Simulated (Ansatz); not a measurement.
## Match the barriers

Saddle point of SiNH$_{3}$, singlet (SiNH₃ ([NH2][SiH]) → SiNH₃ ([NH][SiH2]); bonds formed: H1–Si3; bonds broken: H1–N2), PBE0-D4/def2-TZVP structure:

```tsv
atom	x (Å)	y (Å)	z (Å)
H1	-0.6875	-1.0618	-0.4677
N2	0.3580	-0.5830	0.6385
Si3	0.2342	0.1313	-0.8613
H4	-0.1391	1.6077	-0.8393
H5	0.2343	-0.0942	1.5298
```

Program: Ansatz 0.2.0. Basis: def2-TZVPP, with def2-QZVPP for the basis limit. Cores are frozen in the correlated methods. B3LYP uses VWN-RPA correlation. Extrapolation: Hartree–Fock as exp(−7.88 √X), correlation as X^−2.97. Four methods, as single points on the PBE0-D4 structures, gave these electronic barriers from the start structure: 2.705, 2.946, 3.284, 3.740 eV.

The methods were, in alphabetical order, B3LYP-D4, BHLYP-D4, BLYP-D4, HF. Which gave which? (Judge from chemistry; the calculation decides.)

Computed: BLYP-D4 2.705; B3LYP-D4 2.946; BHLYP-D4 3.284; HF 3.740 eV. For comparison, CCSD(T) at an estimated basis limit (MP2 extrapolated from triple and quadruple zeta, plus CCSD(T) − MP2 in triple zeta) gives 2.939 eV.

The T1 diagnostic stays at or below 0.028. The T1 diagnostic is large here, which may signal multireference character or strong orbital relaxation, so CCSD(T) is less sure. The restricted Hartree–Fock reference is unstable towards an unrestricted one at one or more of these structures.

Labels in which every atom is bracketed show which atoms are joined, not bond orders.

For scale, one of the runs: CCSD(T)/def2-TZVPP, 115 basis functions (an equivalent command: `ansatz run in.yaml --threads 2`). Hardware: 2 CPU threads, shared host. Wall time about 3.5 s.
